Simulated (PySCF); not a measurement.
Runs that did not reach their result, on `FC(C=O)(C)C` (driver script around PySCF, density fitting, GFN2-xTB geometry as the base; each input is a line of settings and coordinates in Å).

Command:
```bash
OMP_NUM_THREADS=1 python probes_run.py task.json out
```
Input:
```
{"job": {"kind": "nmr", "xc": "revPBE", "basis": "pcSseg-1", "pop": true, "scf": {"max_cycle": 8}}, "charge": 0, "multiplicity": 1}
C     -1.017708    -0.912220    -0.337282
C      0.051404     0.179103    -0.334403
C      1.349769    -0.278930     0.322623
F      0.321255     0.527951    -1.654635
C     -0.488897     1.416636     0.359079
O     -0.741991     1.478690     1.526656
H     -0.629177    -1.806704    -0.817926
H     -1.893756    -0.572487    -0.885373
H     -1.302335    -1.141081     0.685394
H      2.101589     0.503587     0.247535
H      1.163045    -0.493201     1.370603
H      1.721587    -1.171723    -0.173739
H     -0.639173     2.270864    -0.326261
```

Output:
```
final grid: 105248 points
cycle   1  E = -331.3865351950  dE =  6.018e-01  |g| = 9.646e-01  |ddm| = 3.044e+00
cycle   2  E = -330.4122753047  dE =  9.743e-01  |g| = 2.365e+00  |ddm| = 3.243e+00
cycle   3  E = -331.5270099454  dE = -1.115e+00  |g| = 4.012e-01  |ddm| = 2.814e+00
cycle   4  E = -331.5611887270  dE = -3.418e-02  |g| = 1.180e-01  |ddm| = 3.990e-01
cycle   5  E = -331.5632726609  dE = -2.084e-03  |g| = 4.350e-02  |ddm| = 9.494e-02
cycle   6  E = -331.5635949506  dE = -3.223e-04  |g| = 1.352e-02  |ddm| = 4.183e-02
cycle   7  E = -331.5636306593  dE = -3.571e-05  |g| = 3.226e-03  |ddm| = 1.215e-02
cycle   8  E = -331.5636330283  dE = -2.369e-06  |g| = 6.462e-04  |ddm| = 3.771e-03
SCF not converged, last energy = -331.5636330283
```

Hardware: Intel Xeon at 2.70 GHz, one thread, no GPU (shared host). Cost: 18 s of wall time, 0.50 GiB resident at most.

Q: What went wrong, and what mends it?

A: The cap of 8 cycles ended the SCF with an orbital gradient of 6.5e-04, before the energy threshold of 1e-09 Eh and the gradient threshold (its square root) were both met. Raise the cap. The last energy is close to convergence but wasn't accepted.

Input:
```
{"job": {"kind": "j", "xc": "PBE00", "basis": "IGLO-II", "scf": {"max_cycle": 50}}, "charge": 0, "multiplicity": 1}
C     -0.814166    -0.729776    -0.269826
C      0.041123     0.143282    -0.267522
C      1.079815    -0.223144     0.258098
F      0.257004     0.422361    -1.323708
C     -0.391118     1.133309     0.287263
O     -0.593593     1.182952     1.221325
H     -0.503342    -1.445363    -0.654341
H     -1.515005    -0.457990    -0.708298
H     -1.041868    -0.912865     0.548315
H      1.681271     0.402870     0.198028
H      0.930436    -0.394561     1.096482
H      1.377270    -0.937378    -0.138991
H     -0.511338     1.816691    -0.261009
```

Output:
```
KeyError: "LibXCFunctional: name 'PBE00' not found."
```

Q: What went wrong, and what mends it?

A: The functional name PBE00 isn't known to the program. The coordinates are the GFN2-xTB ones scaled by 0.8. Correct the name (PBE0). The run gave no result.

The values belong to the conformer `[CH3:1][C:2]([CH3:3])([F:4])[CH:5]=[O:6]`: C1–C2–C5–O6 68°.
